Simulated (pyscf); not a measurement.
HO–As: [triplet] + hydrogen (H₂) → AsH [triplet] + water (H₂O), a four-centre exchange (triplet surface; As–O, H–H broken, As–H, H–O formed). PySCF, gas phase, ωB97X-D3(BJ)/def2-SVP geometries. Energies in kcal/mol from the separated reactants.

Small-basis levels: PySCF, no dispersion term, spherical d functions. Open shells are spin-unrestricted. 

```tsv
level	barrier	reaction energy
HF/STO-3G	?	-2.5
HF/6-31G*+LANL2DZ	67.5	-9.8
BP86/6-31G*+LANL2DZ	41.4	+0.4
PBE/6-31G*+LANL2DZ	40.0	-0.1
B3LYP/3-21G	?	+14.5
B3LYP/LANL2DZ	45.2	-2.2
PBE/def2-SVP	35.0	-2.8
ωB97M-D3(BJ)/def2-TZVP	?	-5.3
```

Question: Fill in the missing entries.

Answer: 
- HF/STO-3G, barrier: 84.3
- B3LYP/3-21G, barrier: 44.3
- ωB97M-D3(BJ)/def2-TZVP, barrier: 47.4

Against the last row the barrier runs from -12.4 (PBE/def2-SVP) to +37.0 kcal/mol (HF/STO-3G). ωB97M-D3(BJ)/def2-TZVP has limits of its own. One saddle was located; it need not be the lowest between these sides. In the def2 sets elements up to Kr have no core potential.
